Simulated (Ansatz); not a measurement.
# BSiH₂ (sextet): from Hartree-Fock to the top rungs, def2-TZVPP

An exercise on one series of results from a longer session: the logs are not shown, and one member is left open.

Computed with Ansatz 0.2.0, Gaussian basis. Level: def2-TZVPP, core rule «outside noble gas», up to 6 orbitals frozen.

The runs, in order: UHF; ROHF; CCSD(T) on UHF.

## The geometry

The geometry is a PBE0/def2-TZVP stationary point (not a proven minimum) of the parent state, kept for this charge and spin.

4 atoms, charge 0, spin multiplicity 6.

Atoms are counted from 1 here; the program's logs count them from 0.

Bond lengths: Si1–B2 1.915 Å, Si1–H3 1.512 Å, B2–H4 1.193 Å. Angles: B2–Si1–H3 126.7°, Si1–B2–H4 134.2°.

Set-up of the first run:

File in.yaml:

```yaml
crystal:
  periodic: [false, false, false]
  atoms:
    - {symbol: Si, position_ang: [0.000000, -0.047060, 0.551810]}
    - {symbol: B, position_ang: [0.000000, -0.060513, -1.363344]}
    - {symbol: H, position_ang: [0.000000, 1.171072, 1.447364]}
    - {symbol: H, position_ang: [0.000000, 0.789266, -2.200146]}
basis:
  gaussian: {orbitals: def2-TZVPP}
magnetization: {spin_polarized: true, initial_magnetization: 5}
hamiltonian: {xc: hf}
output: {orbitals: {seedname: orbitals}}
```

Command:

```sh
> ansatz run in.yaml --threads 1 --pin off --events-out ev --progress --plain --max-ram 4096MiB --backend cpu
```

Steps of the session up to this table: UHF; ROHF; CCSD(T) on UHF.

One table of the session follows, with a row left open; its other results are not shown here.

It belongs to the step «Misses and costs». 

| method | from UCCSD(T) (kcal/mol) |
| --- | --- |
| ROHF | ? |
| UHF | +112.26 |
| UMP2 | +26.90 |
| UCCSD | +4.82 |
| UCCSD(T) | 0 |

Q: Estimate the row for ROHF from the others.

**Answer.** from UCCSD(T) (kcal/mol): +114.45. In the column «from UCCSD(T) (kcal/mol)» it is the highest.
